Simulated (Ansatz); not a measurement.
# CHSi− (SMILES C#[Si-]): functionals against CCSD(T) at one geometry

An exercise on one series of results from a longer session: the logs are not shown, and one member is left open.

Program: Ansatz 0.2.0, Gaussian basis. Level of theory: single points in def2-TZVPPD. These are calculated values, not measurements.

Correlated methods freeze the cores.

## Starting geometry

SMILES `C#[Si-]`, 3 atoms, charge -1, spin multiplicity 1.

Atoms are counted from 1 here; the program's logs count them from 0.

Bond lengths: C1–Si2 1.693 Å, C1–H3 1.041 Å. Angles: Si2–C1–H3 175.4°.

As a file:

```xyz
3
CHSi
C    -0.13890    0.06420   -0.15150
Si    1.17010   -0.66380    0.63860
H    -0.96110    0.55060   -0.56550
```

The first run:

File run/in.yaml:

```yaml
crystal:
  periodic: [false, false, false]
  atoms:
    - {symbol: C, position_ang: [-0.138900, 0.064200, -0.151500]}
    - {symbol: Si, position_ang: [1.170100, -0.663800, 0.638600]}
    - {symbol: H, position_ang: [-0.961100, 0.550600, -0.565500]}
basis:
  gaussian: {orbitals: "def2-TZVPPD.json"}
total_charge: -1
correlation: {method: ccsd_t}
output: {forces: true}
```

The basis file named in the input lies beside it (Basis Set Exchange, JSON).

No record of the launch command was kept for these runs.

Among the steps run: CCSD(T)/def2-TZVPPD; PBE0-D4/def2-TZVPPD; wB97M-V/def2-TZVPPD; r2SCAN-D4/def2-TZVPPD; PBE-D4/def2-TZVPPD; B97M-V/def2-TZVPPD; CAM-B3LYP-D4/def2-TZVPPD.

One of the session's tables, all rows but one given; the rest of the session is left out.

```
      method  RMS force component (eV/Å)  angle to CCSD(T) forces (°)
     CCSD(T)                       1.196                    reference
     PBE0-D4                       1.552                          9.1
     wB97M-V                           ?                            ?
   r2SCAN-D4                       1.455                          7.3
      PBE-D4                       1.368                          0.3
      B97M-V                       1.486                         10.7
CAM-B3LYP-D4                       1.709                         14.0
```

Estimate the missing values for wB97M-V.

**Answer.** RMS force component (eV/Å): 1.656; angle to CCSD(T) forces (°): 12.4. In the column «RMS force component (eV/Å)» it lies between PBE0-D4 (1.552) and CAM-B3LYP-D4 (1.709).
